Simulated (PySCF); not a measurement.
# CHF: structure of the singlet

Aim: relax CHF as a singlet from a bent start, check by its vibrations whether the end is a minimum, and collect its spectrum and constants.

The runs use PySCF 2.14.0; PBE0, basis C def2-TZVP, H def2-TZVP, F def2-TZVP, no relativity, density fitting.

## (1) Starting geometry

3 atoms, charge 0, spin multiplicity 1.

Bond lengths: C1–H2 1.070 Å, C1–F3 1.390 Å. Angles: H2–C1–F3 110.0°.

```xyz
3
charge 0 multiplicity 1
C     0.0000    0.0000    0.0000
H    -0.8765    0.0000    0.6137
F     1.1386    0.0000    0.7973
```

## (2) Finding the electronic state

One driver script runs all steps and calls PySCF; scf.py shows how it sets up the SCF of each step. The optimiser is the driver's own. After this first run the driver tries any further starts and a stability analysis.

Input file scf.py:

```python
from pyscf import gto, scf, dft
mol = gto.M(atom='''
C      0.000000     0.000000     0.000000
H     -0.876500     0.000000     0.613700
F      1.138600     0.000000     0.797300''',
    basis={'C': 'def2-TZVP', 'H': 'def2-TZVP', 'F': 'def2-TZVP'},
    charge=0, spin=0)
mf = dft.RKS(mol, xc='PBE0')
mf.grids.atom_grid = (50, 194)
aux = {'C': 'def2-universal-JKFIT', 'H': 'def2-universal-JKFIT', 'F': 'def2-universal-JKFIT'}
mf = mf.density_fit(auxbasis=aux)
mf.conv_tol = 1e-08
mf.diis_space = 10
mf.max_cycle = 60
mf.init_guess = 'minao'
mf.verbose = 4
mf.kernel()
```

Started as:

```
OMP_NUM_THREADS=2 python axn.py task.json out
```

Further steps of the session: Relaxation: bent start, singlet; Vibrations and properties at this point; The broken-symmetry singlet; Is it a minimum? Harmonic modes.

Before running it: what results should come out? Wanted: minimum; geometry; wavenumbers; dipole moment; highest occupied, lowest empty level; polar-tensor charge of C1; zero-point energy; atomisation energy; ⟨S²⟩.

**Answer**, as computed:

| quantity | value |
| --- | --- |
| minimum | broken-symmetry (Ms = 0), Cs |
| geometry | C–F 1.303 Å, C–H 1.119 Å; F–C–H 104.8° |
| wavenumbers (cm⁻¹) | 1248, 1307, 2833 |
| dipole moment | 1.33 D |
| highest occupied, lowest empty level (either spin) | -7.45, -2.38 eV |
| polar-tensor charge of C1 | +0.35 e |
| zero-point energy | 32.2 kJ/mol |
| entropy at 298.15 K | 223.1 J/(mol K) |
| atomisation energy (no zero-point energy) | 887 kJ/mol |
| ⟨S²⟩ | 0.359 |

**Reading.** The bent start keeps its Cs symmetry and ends in a minimum. The determinant is spin-contaminated (⟨S²⟩ = 0.36 against 0.00), so it is no pure spin state. The strongest infrared band lies at 1248 cm⁻¹ (stretch). Only this shape and spin were tried, so other structures or states may lie lower. The SCF density has lower symmetry than the nuclear frame.
